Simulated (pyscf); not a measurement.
Four-centre exchange: [H₃C–Zn]• (SMILES [CH3][Zn]) + NH₃ (SMILES N) → CH₄ (SMILES C) + [H₂N–Zn]• (SMILES [NH2][Zn])

Gas phase, doublet surface, charge 0. Bonds broken: C1–Zn2, N3–H7. Bonds formed: C1–H7, Zn2–N3. Optimised with ωB97X-D3(BJ)/def2-SVP in PySCF.

Transition state (Å):

```xyz
9

C     -0.6711    -0.7994    -0.1596
Zn     0.6626     1.0632    -0.5439
N     -0.0704     1.4085     1.3154
H     -1.2693    -0.6793    -1.0811
H      0.1275    -1.5339    -0.3699
H     -1.3411    -1.2819     0.5763
H     -0.4866     0.2717     0.7661
H      0.5305     1.3525     2.1396
H     -0.7609     2.1422     1.4840
```

One imaginary mode, 1649i cm⁻¹; descent along it reached the two sides named, in the forms told below.

```tsv
bond	change	reactant side (Å)	saddle	product side
C1–Zn2	breaks	2.016	2.323	3.4
N3–H7	breaks	1.022	1.329	2.548
C1–H7	forms	3.1	1.428	1.101
Zn2–N3	forms	2.268	2.028	1.886
```

Electronic energies relative to the separated reactants (kJ/mol):

```tsv
level	barrier	reaction energy	reverse barrier
ωB97X-D3(BJ)/def2-TZVP	106.7	-31.6	138.2
PBE/def2-TZVP	91.1	-31.1	122.2
r²SCAN/def2-TZVP	88.7	-35.6	124.3
B3LYP-D3(BJ)/def2-TZVP	108.5	-32.2	140.7
PBE0-D3(BJ)/def2-TZVP	95.0	-29.3	124.3
M06-2X/def2-TZVP	92.2	-34.0	126.2
ωB97M-D3(BJ)/def2-TZVP	109.7	-29.6	139.3
HF/def2-TZVP	159.3	-38.2	197.5
```

With ωB97M-D3(BJ)/def2-TZVP energies and thermal terms (ideal gas, 1 atm, RRHO with modes under 100 cm⁻¹ raised to 100, one conformer, R ln 2 for chiral ones without a mode under 150 cm⁻¹), in kJ/mol:

```csv
T (K),ΔH‡,ΔG‡,ΔH,ΔG
298,99.8,137.8,-30.5,-30.1
600,102.1,175.7,-31.0,-29.4
900,105.6,211.7,-31.2,-28.6
1200,109.5,246.5,-31.3,-27.7
```

On the reactant side the descent ends in an adduct with a N–Zn contact, 35.8 kJ/mol under the separated species and 142.5 kJ/mol under the saddle at ωB97X-D3(BJ)/def2-TZVP. What is counted as formed (N–Zn) is already present as a longer contact in the reactant adduct; forming that adduct is a step of its own. One saddle was located; it need not be the lowest between these sides. Elements up to Kr have no core potential and no relativistic terms here.
